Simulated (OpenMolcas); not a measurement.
# One shape, several levels: H2O (water)

Wanted: a comparison of 6 runs (UHF/pcseg-0, B2PLYP/pcseg-0, B3LYP/pcseg-0, M06-2X/pcseg-0, PBE0/pcseg-0, r2SCAN/pcseg-0) of H2O (water). 

The results are computed with OpenMolcas 26.06.

1 further run of the same task is left out (set aside as unsound or not needed).

### 1 The structure to begin with

The species is H2O (3 atoms), meant as a singlet with charge 0. As SMILES, `O`. Geometry: relaxed at PBE0-D4/def2-TZVP.

Bond lengths: O1–H2 0.960 Å, O1–H3 0.960 Å. Angles: H2–O1–H3 105.1°.

### 2 The energy at UHF/pcseg-0 (run 1)

Contents of step1.inp:

```
&GATEWAY
BASLIB=$CurrDir
COORD
3
angstrom
O       -0.302700       0.200200      -0.140600
H        0.466500       0.548400       0.315300
H       -0.163800      -0.748600      -0.174700
BASIS=pcseg-0
GROUP=NoSym
&SEWARD
&SCF
UHF
SCRAMBLE=0.25
PRORBITALS=1 1
```

The basis set pcseg-0 is read from a file made from the Basis Set Exchange's data (not shown).

Command:

```
$ export MOLCAS_MEM=1860
$ pymolcas step1.inp > step1.log
```

The program printed:

```text
--- Start Module: gateway ---
[...]
--- Stop Module: gateway /rc=_RC_ALL_IS_WELL_ ---
--- Start Module: seward ---
[...]
      Basis functions           13
--- Stop Module: seward /rc=_RC_ALL_IS_WELL_ ---
--- Start Module: scf ---
[...]
       Convergence after  12 Iterations
[...]
::    Total SCF energy                                -75.7745279502
[...]
      Total spin, S                                     0.0000000000
[...]
      Total electronic charge=   10.000000
      Total            charge=   -0.000000
[...]
      Dipole Moment (debye):
      Origin of the operator (angstrom)=   -0.2519    0.1666   -0.1170
                   X=  1.9771E+00               Y= -1.3076E+00               Z=  9.1831E-01           Total=  2.5420E+00
      Quadrupole Moment (debye*angstrom):
[...]
--- Stop Module: scf /rc=_RC_ALL_IS_WELL_ ---
[...]
```

It took 1.9 s on 1 thread of Arm Neoverse V1, shared host; peak memory 0.37 GiB.

### 3 A single-point energy at B2PLYP/pcseg-0 (run 2)

Contents of mol.input:

```
* H2O Kohn-Sham DFT
&gateway
baslib
$CurrDir
coord
3
angstrom
O       -0.302700       0.200200      -0.140600
H        0.466500       0.548400       0.315300
H       -0.163800      -0.748600      -0.174700
basis
pcseg-0
group
NoSym
&seward
gridinput
Grid=UltraFine
End of Grid
&scf
ksdft
B2PLYP_SCF
thresholds
1e-10 1e-07 1e-07 1e-05
prorbitals
1 1
&mbpt2
frozen
1
```

The basis set pcseg-0 is read from a file made from the Basis Set Exchange's data (not shown).

Command:

```
$ export MOLCAS_MEM=1860
$ pymolcas mol.input > mol.log
```

The program printed:

```text
--- Start Module: gateway ---
[...]
--- Stop Module: gateway /rc=_RC_ALL_IS_WELL_ ---
[...]
      Basis functions           13
[...]
--- Start Module: scf ---
[...]
       Convergence after   9 Iterations
[...]
::    Total KS-DFT energy                             -76.0412356834
[...]
      Total spin, S                                     0.0000000000
[...]
      Total electronic charge=   10.000000
      Total            charge=   -0.000000
[...]
      Dipole Moment (debye):
      Origin of the operator (angstrom)=   -0.2519    0.1666   -0.1170
                   X=  1.8997E+00               Y= -1.2565E+00               Z=  8.8238E-01           Total=  2.4426E+00
      Quadrupole Moment (debye*angstrom):
[...]
--- Stop Module: scf /rc=_RC_ALL_IS_WELL_ ---
[...]
--- Start Module: mbpt2 ---
[...]
 ###    WARNING: MP2 implementation intended for RHF references only         ###
 ###############################################################################
MBPT2 WARNING: Reference function according to RunFile:KS-DFT
I'll assume you know what you're doing and continue
WARNING!
Default frozen orbitals as non valence orbitals is overwritten by user input.
Default values:   1
[...]
       Reference weight ( Cref**2 )         =        0.95352
::    Total MBPT2 energy                              -76.1938018470
[...]
      Total MBPT2 calculations                           0.03      0.03
--- Stop Module: mbpt2 /rc=_RC_ALL_IS_WELL_ ---
[...]
```

Wall time 2.9 s (1 thread of Arm Neoverse V1, shared host); peak memory 0.37 GiB.

Run 3 isn't shown in full; the table further down has it.

### 4 The energy at M06-2X/pcseg-0 (run 4)

Contents of mol.inp:

```
* H2O Kohn-Sham DFT
>>> EXPORT MOLCAS_PRINT=2

&GATEWAY
  BasLib=$CurrDir
  Coord
  3
  angstrom
  O       -0.302700       0.200200      -0.140600
  H        0.466500       0.548400       0.315300
  H       -0.163800      -0.748600      -0.174700
  Basis=pcseg-0
  Group=NoSym

&SEWARD
  GridInput
  Grid=UltraFine
  End of Grid

&SCF
  KSDFT=M062X
  Thresholds=1e-10 1e-07 1e-07 1e-05
  PrOrbitals=1 1
```

The basis set pcseg-0 is read from a file made from the Basis Set Exchange's data (not shown).

Command:

```
$ export MOLCAS_MEM=1860
$ pymolcas mol.inp > mol.log
```

The program printed:

```text
--- Start Module: gateway ---
[...]
--- Stop Module: gateway /rc=_RC_ALL_IS_WELL_ ---
--- Start Module: seward ---
[...]
      Basis functions           13
--- Stop Module: seward /rc=_RC_ALL_IS_WELL_ ---
--- Start Module: scf ---
[...]
       Convergence after   9 Iterations
[...]
::    Total KS-DFT energy                             -76.1432584728
[...]
      Total spin, S                                     0.0000000000
[...]
      Total electronic charge=   10.000000
      Total            charge=   -0.000000
[...]
      Dipole Moment (debye):
      Origin of the operator (angstrom)=   -0.2519    0.1666   -0.1170
                   X=  1.9188E+00               Y= -1.2691E+00               Z=  8.9127E-01           Total=  2.4672E+00
      Quadrupole Moment (debye*angstrom):
[...]
--- Stop Module: scf /rc=_RC_ALL_IS_WELL_ ---
[...]
```

Run time: 3.3 s. Hardware: 1 thread of Arm Neoverse V1, shared host; peak memory 0.37 GiB.

Run 5 isn't shown in full; the table further down has it.

### 5 The energy at r2SCAN/pcseg-0 (run 6)

Contents of mol.input:

```
* H2O Kohn-Sham DFT

&GATEWAY
  BasLib = $CurrDir
  Coord
  3
  angstrom
  O       -0.302700       0.200200      -0.140600
  H        0.466500       0.548400       0.315300
  H       -0.163800      -0.748600      -0.174700
  Basis = pcseg-0
  Group = NoSym

&SEWARD
  GridInput
  Grid=UltraFine
  End of Grid

&SCF
  KSDFT = 2
  1.0 MGGA_X_R2SCAN
  1.0 MGGA_C_R2SCAN
  Thresholds = 1e-10 1e-07 1e-07 1e-05
  PrOrbitals = 1 1
```

The basis set pcseg-0 is read from a file made from the Basis Set Exchange's data (not shown).

Command:

```
$ export MOLCAS_MEM=1860
$ pymolcas mol.input > mol.log
```

The program printed:

```text
--- Start Module: gateway ---
[...]
--- Stop Module: gateway /rc=_RC_ALL_IS_WELL_ ---
--- Start Module: seward ---
[...]
      Basis functions           13
--- Stop Module: seward /rc=_RC_ALL_IS_WELL_ ---
--- Start Module: scf ---
[...]
       Convergence after   9 Iterations
[...]
::    Total KS-DFT energy                             -76.1303282367
[...]
      Total spin, S                                     0.0000000000
[...]
      Total electronic charge=   10.000000
      Total            charge=   -0.000000
[...]
      Dipole Moment (debye):
      Origin of the operator (angstrom)=   -0.2519    0.1666   -0.1170
                   X=  1.8946E+00               Y= -1.2531E+00               Z=  8.8000E-01           Total=  2.4360E+00
      Quadrupole Moment (debye*angstrom):
[...]
--- Stop Module: scf /rc=_RC_ALL_IS_WELL_ ---
[...]
```

Run time: 3.6 s. Hardware: 1 thread of Arm Neoverse V1, shared host; peak memory 0.37 GiB.

### 6 All runs side by side

```csv
run,level,scramble,frozen core orbitals,energy (Eh),dipole moment (D),HOMO energy (eV),LUMO energy (eV),wall time
1,UHF/pcseg-0,0.25,–,-75.774528,2.54,-13.50,5.15,1.9 s
2,B2PLYP/pcseg-0,–,1,-76.082429,2.44,-10.10,2.86,2.9 s
3,B3LYP/pcseg-0,–,–,-76.177605,2.37,-7.65,1.35,2.9 s
4,M06-2X/pcseg-0,–,–,-76.143258,2.47,-10.24,2.63,3.3 s
5,PBE0/pcseg-0,–,–,-76.093505,2.42,-8.05,1.85,2.9 s
6,r2SCAN/pcseg-0,–,–,-76.130328,2.44,-6.46,1.98,3.6 s
```

### 7 Outcome

```
            quantity         value
 run 6: total energy  -76.13033 Eh
run 6: dipole moment        2.44 D
  run 6: HOMO energy      -6.46 eV
  run 6: LUMO energy       1.98 eV
run 6: HOMO–LUMO gap       8.44 eV
```

What this shows: The dipole moment (its size) runs from 2.37 D (B3LYP/pcseg-0) to 2.54 D (UHF/pcseg-0). The HOMO–LUMO gap runs from 8.44 eV (r2SCAN/pcseg-0) to 18.66 eV (UHF/pcseg-0). For B2PLYP the log adds the whole second-order term; the table takes 0.27 of it, as the functional is defined. Totals of different functionals can't be ranked against each other. All runs together took 18 s, the longest 3.6 s.
